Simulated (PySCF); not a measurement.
Compound: C4H10FO (charge +1).
Numbering: `[CH3:1][O+:2]([CH3:3])[CH2:4][CH2:5][F:6]` (hydrogens: H7, H8, H9 on C1; H10, H11, H12 on C3; H13, H14 on C4; H15, H16 on C5)

Level: wB97X-D/def2-SVPD in PySCF, non-relativistic, on one gas-phase PBE0-D3(BJ)/def2-SVP geometry that isn't relaxed in the solvent. The solvent is an IEF-PCM continuum (van der Waals radii × 1.2). Only the electrostatic response of the medium enters.

Gas phase at wB97X-D/def2-SVPD: HOMO -16.43 eV, LUMO -2.58 eV.

Q: What does the continuum do to the energy and the frontier levels at wB97X-D/def2-SVPD in methanol and acetonitrile?

A: 
```csv
solvent,ε,E(solvent) − E(gas) (kJ/mol),polarisation term (kJ/mol),distortion of the solute (kJ/mol),HOMO (eV),LUMO (eV)
methanol,32.61,-243.97,-248.88,4.91,-11.98,2.05
acetonitrile,35.69,-244.66,-249.62,4.96,-11.97,2.06
```

The polarisation term is half the interaction of the solute with the surface charges that it induces; the rest is the cost of distorting the solute's density. The sum is the electrostatic part of solvation alone. The atom shares or the degeneracy of the HOMO differ from the gas phase in methanol and acetonitrile, so that column needn't follow one orbital. From methanol to acetonitrile the lowering changes by a factor 1.00, Born's factor 1 − 1/ε by 1.00 and ε itself by 1.1.

Q: Which radius a makes Born's formula ΔE = −(q²/2a)(1 − 1/ε) give the value in acetonitrile?

A: a = q²(1 − 1/ε)/(2|ΔE|) = 2.76 Å, with q = +1 e and |ΔE| = 0.0932 Eh; the farthest nucleus lies 2.91 Å from the centroid of the nuclei. The formula assumes a point charge at the centre of a sphere.

Q: How does the static polarisability (wB97X-D/def2-SVPD, frozen core, with the continuum's full static response) change?

A: 
```tsv
medium	isotropic (au)	principal values (au)	⟨r²⟩ of the electrons (bohr²)
gas	51.2	45.1, 51.9, 56.8	675.4
methanol	65.8	60.7, 66.6, 69.9	676.6
acetonitrile	65.8	60.8, 66.7, 70.0	676.6
```

The isotropic value in acetonitrile is 1.28 times the gas-phase one; no cavity-field correction is applied. ⟨r²⟩ is taken about the centre of nuclear charge.

The values belong to the conformer `[CH3:1][O+:2]([CH3:3])[CH2:4][CH2:5][F:6]`: C1–O2–C4–C5 75°, O2–C4–C5–F6 -71°.

Note: wB97X-D ran without an empirical dispersion term, which enters the total energy and its gradient alone.
